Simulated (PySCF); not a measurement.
Ionisation energies (eV) were calculated with PySCF 2.14 by UHF, LDA, PBE, in another order, as differences of total energies without spin-orbit coupling. The measured values are between term centres (NIST).

```
                                 species  measured       A       B       C
     F (aug-cc-pwCVDZ, non-relativistic)    17.427  18.013  15.760  17.704
    Ne (aug-cc-pwCVDZ, non-relativistic)    21.597  22.288  19.845  21.759
   Cl⁺ (aug-cc-pwCVDZ, non-relativistic)    23.771  23.960  22.531  23.816
    Cl (aug-cc-pwCVDZ, non-relativistic)    12.974  13.243  11.821  13.012
    Ar (aug-cc-pwCVDZ, non-relativistic)    15.819  16.062  14.669  15.786
Nb (aug-cc-pwCVDZ-PP with ECP28MDF, ECP)     6.776   7.469   5.987   7.200
Xe (aug-cc-pwCVDZ-PP with ECP28MDF, ECP)    12.565  12.689  11.578  12.408
Re (aug-cc-pwCVDZ-PP with ECP60MDF, ECP)     7.834   8.056   5.926   7.568
```

Problem. Which column is which method?

Solution. A is LDA (mean error 0.38 eV); B is UHF (mean error -1.33 eV); C is PBE (mean error 0.06 eV). LDA overbinds the outer electron and comes out highest. Hartree-Fock lacks the correlation of the electron removed and comes out lowest. PBE, with gradient corrections, lies close to experiment on average, with errors of both signs.
